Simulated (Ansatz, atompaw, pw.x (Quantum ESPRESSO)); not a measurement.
## What a changed setting does to a pw.x run (bcc Ta)

Potential: PAW, atompaw 4.2.0.5, LDA (PW92); core [Kr] 4d10, reference 4f14 5s2 5p6 5d3.5 6s1.5 6p0; waves: 5s (bound); 6s (bound); 5p (bound); 6p (bound, empty); 5d (bound); 5d channel at 1.95 Ry; 4f (bound); 4f channel at -1.15 Ry; local part: ultrasoft scheme with l = 4 at -0.5 Ry, radius 1.75 bohr; core correction: smooth core density matched at 1.35 bohr; augmentation: sinc compensation charge, radius 2.05 bohr; PAW radius 2.40 bohr; waves and projectors: bloechl.

The reference run (k-mesh 14³, cutoffs 100/900 Ry, Fermi–Dirac 0.01 Ry, mixing_beta 0.4, conv_thr 1e-9, no spin) gives 1.06 GPa at 17.128 Å³/atom, where all-electron LAPW gives 1.38 GPa. This run, with its own iteration cap, changes smearing to mp.

```
&control
  calculation='scf', prefix='x', pseudo_dir='./', outdir='./tmp', tstress=.true., disk_io='none'
/
&system
  ibrav=0, nat=1, ntyp=1, ecutwfc=100, ecutrho=900, nbnd=23,
  occupations='smearing', smearing='mp', degauss=0.01
/
&electrons
  conv_thr=1e-09, mixing_beta=0.4, electron_maxstep=50
/
ATOMIC_SPECIES
Ta 1.0 Ta.UPF
CELL_PARAMETERS angstrom
  -1.62386113 1.62386113 1.62386113
  1.62386113 -1.62386113 1.62386113
  1.62386113 1.62386113 -1.62386113
ATOMIC_POSITIONS crystal
Ta 0.0000 0.0000 0.0000
K_POINTS automatic
14 14 14 0 0 0
```

```bash
pw.x < Ta.scf.in > Ta.scf.out
```

Task: How does the run end?

Result: It converges in 9 iterations; the free energy moves by +36.0 meV/atom and the pressure by +0.01 GPa. This scheme is built to cancel the term in the square of the width that Fermi–Dirac smearing leaves in the F of a metal.

```
Message from routine setup:
     using ibrav=0 with symmetry is DISCOURAGED, use correct ibrav instead
     lattice parameter (alat)  =       5.3151  a.u.
     unit-cell volume          =     115.5855 (a.u.)^3
     number of electrons       =        27.00
     number of Kohn-Sham states=           23
     kinetic-energy cutoff     =     100.0000  Ry
     charge density cutoff     =     900.0000  Ry
     scf convergence threshold =      1.0E-09
     Exchange-correlation= SLA PW NOGX NOGC
     number of k points=   104  Methfessel-Paxton smearing, width (Ry)=  0.0100
     iteration #  1     ecut=   100.00 Ry     beta= 0.40
     total energy              =   -1211.06070487 Ry
     estimated scf accuracy    <       0.06156029 Ry
     iteration #  2     ecut=   100.00 Ry     beta= 0.40
     total energy              =   -1211.07089854 Ry
     estimated scf accuracy    <       0.00572344 Ry
     iteration #  3     ecut=   100.00 Ry     beta= 0.40
     total energy              =   -1211.07323021 Ry
     estimated scf accuracy    <       0.00156827 Ry
     [... 3 iterations left out ...]
     iteration #  7     ecut=   100.00 Ry     beta= 0.40
     total energy              =   -1211.07354112 Ry
     estimated scf accuracy    <       0.00000005 Ry
     iteration #  8     ecut=   100.00 Ry     beta= 0.40
     total energy              =   -1211.07354113 Ry
     estimated scf accuracy    <          2.6E-09 Ry
     iteration #  9     ecut=   100.00 Ry     beta= 0.40
     the Fermi energy is    26.5063 ev
!    total energy              =   -1211.07354113 Ry
     estimated scf accuracy    <          2.4E-11 Ry
     smearing contrib. (-TS)   =       0.00002826 Ry
     The total energy is F=E-TS. E is the sum of the following terms:
     one-electron contribution =    -436.79288456 Ry
     hartree contribution      =     151.28282880 Ry
     xc contribution           =     -45.40627250 Ry
     ewald contribution        =    -432.27457739 Ry
     one-center paw contrib.   =    -447.88266374 Ry
     convergence has been achieved in   9 iterations
          total   stress  (Ry/bohr**3)                   (kbar)     P=       10.62
     Message from routine punch:
     Nothing written, as per user request (disk_io='none')
```

The run took about 73 s on one core of a shared host (Intel(R) Xeon(R) Platinum 8488C, 96 threads, 744 GiB, load 42).
